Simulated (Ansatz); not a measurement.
Ansatz (a program for electronic structure) input:
A basis named .json is the Basis Set Exchange file of that set.

Ansatz 0.2 input:
```yaml
crystal:
  periodic: [false, false, false]
  atoms:
    - {symbol: O, position_ang: [-1.03161242, -0.43547658, -0.01906221]}
    - {symbol: C, position_ang: [0.00415137, 0.42058817, 0.00392352]}
    - {symbol: O, position_ang: [1.15861150, 0.10574915, 0.01788813]}
    - {symbol: H, position_ang: [-0.66969788, -1.33749408, -0.02206250]}
    - {symbol: H, position_ang: [-0.37120299, 1.45178455, 0.00791402]}
basis:
  gaussian:
    orbitals: aug-cc-pVQZ
    fitting: {mean_field: def2-universal-jkfit, correlation: aug-cc-pVQZ-RIFIT.json}
magnetization: {spin_polarized: false}
correlation: {method: mp2, electrons: outside_noble_gas}
```

Q: Predict the final energy.

A: -189.54011 Eh (RI-MP2/aug-cc-pVQZ). The basis has 332 functions.
